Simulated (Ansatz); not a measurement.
A nudged elastic band was laid between two geometries of BF2H + H (5 atoms, charge 0, multiplicity 2).

Level of theory: UKS PBE0-D4/def2-SVP (Ansatz).

```yaml
movable_images: 7
climbing_image: yes
spring: 5.0 eV/Å²
optimiser: quadratic models (default)
start_path: through a guess of the saddle point
force_threshold: 0.05 eV/Å
iteration_limit: 60
end_points: relaxed
```

First end point:

```xyz
5
Properties=species:S:1:pos:R:3
B 0.000 -0.018 -0.310
H 0.000 -0.091 0.890
F 1.125 0.023 -0.986
F -1.125 0.023 -0.986
H 0.000 0.064 3.911
```

Last end point:

```xyz
5
Properties=species:S:1:pos:R:3
B 0.000 0.004 -0.582
H 0.000 -0.007 2.395
F 1.137 0.007 -1.225
F -1.137 0.007 -1.225
H 0.000 -0.010 3.157
```

Problem. What changes between the two ends?

Solution. Bonds broken: B1–H2. Bonds formed: H2–H5. BF2H + H becomes BF2 + H2.

Problem. Give the energies along the band, and the barrier.

Solution. The run converged. The highest image is number 4 of 0 to 8, 0.49 eV above the first end and 0.17 eV above the last; the last end lies 0.32 eV above the first. Beside the main top the profile has a ripple of under 15 meV (maxima at images 4, 7), which may be a very shallow well or noise. A vibrational analysis at the climbing image gives one clearly imaginary mode, 739i cm⁻¹: a first-order saddle point.

```
image  path coordinate (Å)  energy (eV)  B1–H2 (Å)  H2–H5 (Å)
    0                 0.00         0.00       1.20       3.02
    1                 0.49         0.01       1.20       2.51
    2                 0.98         0.03       1.20       2.14
    3                 1.48         0.15       1.22       1.56
    4                 1.97         0.49       1.52       0.90
    5                 2.63         0.35       2.33       0.76
    6                 3.28         0.33       3.19       0.76
    7                 3.94         0.33       3.01       0.76
    8                 4.60         0.32       2.98       0.76
```

Problem. What is the geometry of the highest image?

Solution. 
```xyz
5
Properties=species:S:1:pos:R:3:forces:R:3
B 0.000 -0.174 -0.030 0.00 0.00 0.00
H 0.000 -0.183 1.494 0.00 0.00 0.00
F 1.134 0.092 -0.630 0.00 0.00 0.00
F -1.134 0.092 -0.630 0.00 0.00 0.00
H 0.000 0.172 2.316 0.00 0.00 0.00
```

The band took 24 iterations and roughly 7 core-minutes.

Time of the run: 7.3 min on 1 thread of Arm Neoverse N1, on a shared host, peak memory 0.12 GiB.
